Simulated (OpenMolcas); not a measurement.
# AlH (SMILES [AlH]): B97-2/ANO-XS-VDZP (DKH2)

Aim: the vertical ionisation energy of AlH at B97-2/ANO-XS-VDZP (DKH2), from 2 runs. 

Program for the calculation: OpenMolcas 26.06.

## 1. The structure to begin with

AlH: 2 atoms, total charge 0, spin state singlet. As SMILES, `[AlH]`. Geometry: a GFN2-xTB relaxation, a rough one for these elements and not checked as a minimum.

Bond lengths: Al1–H2 1.613 Å.

## 2. A single-point energy at B97-2/ANO-XS-VDZP (DKH2)

mol.xyz

```xyz
2

Al     0.000000     0.000000     0.000000
H      0.000000     0.000000     1.613470
```

job.input

```
* AlH Kohn-Sham DFT

&GATEWAY
 Coord = mol.xyz
 Basis = ANO-XS-VDZP
 Group = NoSym

&SEWARD
 Relativistic = R02E00

&SCF
 KSDFT = HYB_GGA_XC_B97_2
 PrOrbitals = 1 1
```

Run with:

```
$ export MOLCAS_MEM=1860
$ pymolcas job.input > job.log
```

Output:

```text
--- Start Module: gateway ---
[...]
--- Stop Module: gateway /rc=_RC_ALL_IS_WELL_ ---
--- Start Module: seward ---
[...]
      Basis functions           23
--- Stop Module: seward /rc=_RC_ALL_IS_WELL_ ---
--- Start Module: scf ---
[...]
       Convergence after   7 Iterations
[...]
::    Total KS-DFT energy                            -243.4031454476
[...]
      Total spin, S                                     0.0000000000
[...]
      Total electronic charge=   14.000000
      Total            charge=   -0.000000
[...]
      Dipole Moment (debye):
      Origin of the operator (angstrom)=    0.0000    0.0000    0.0581
                   X= -2.3614E-13               Y=  2.5056E-13               Z=  2.5218E-01           Total=  2.5218E-01
      Quadrupole Moment (debye*angstrom):
[...]
--- Stop Module: scf /rc=_RC_ALL_IS_WELL_ ---
[...]
```

Wall time 2.3 s (1 thread of Arm Neoverse V1, shared host); peak memory 0.37 GiB.

## 3. The doublet cation, same level

mol.xyz is that of step 2.

job.input

```
>>> EXPORT MOLCAS_PRINT=2
&GATEWAY
COORD=mol.xyz
BASIS=ANO-XS-VDZP
GROUP=NoSym
&SEWARD
RELATIVISTIC=R02E00
&SCF
UHF
CHARGE=1
SPIN=2
KSDFT=HYB_GGA_XC_B97_2
PRORBITALS=1 1
```

Run with:

```
$ export MOLCAS_MEM=1860
$ pymolcas job.input > job.log
```

Output:

```text
--- Start Module: gateway ---
[...]
--- Stop Module: gateway /rc=_RC_ALL_IS_WELL_ ---
--- Start Module: seward ---
[...]
      Basis functions           23
--- Stop Module: seward /rc=_RC_ALL_IS_WELL_ ---
--- Start Module: scf ---
[...]
       Convergence after  13 Iterations
[...]
::    Total KS-DFT energy                            -243.1037915409
[...]
      Total spin, S                                     0.5027577460
[...]
      Total electronic charge=   13.000000
      Total            charge=    1.000000
[...]
      Dipole Moment (debye):
      Origin of the operator (angstrom)=    0.0000    0.0000    0.0581
                   X= -1.6144E-13               Y=  1.8898E-14               Z= -3.4739E-01           Total=  3.4739E-01
      Center of Charge (angstrom)
[...]
--- Stop Module: scf /rc=_RC_ALL_IS_WELL_ ---
[...]
```

It took 3.3 s on 1 thread of Arm Neoverse V1, shared host; peak memory 0.37 GiB.

## 4. What came out

At B97-2/ANO-XS-VDZP (DKH2):

| quantity | value |
| --- | --- |
| singlet AlH: total energy | -243.40315 Eh |
| singlet AlH: dipole moment | 0.25 D |
| singlet AlH: HOMO energy | -5.55 eV |
| singlet AlH: LUMO energy | -1.74 eV |
| singlet AlH: HOMO–LUMO gap | 3.81 eV |
| doublet cation: total energy | -243.10379 Eh |
| doublet cation: HOMO energy (highest over α and β) | -13.76 eV |
| doublet cation: LUMO energy (lowest over α and β) | -10.99 eV |
| doublet cation: ⟨S²⟩ | 0.756 |
| vertical ionisation energy (to the doublet cation) | 8.146 eV |

The vertical ionisation energy comes to 8.15 eV (188 kcal/mol). The negative HOMO energy of the first species, 5.55 eV, lies 2.59 eV below that difference.
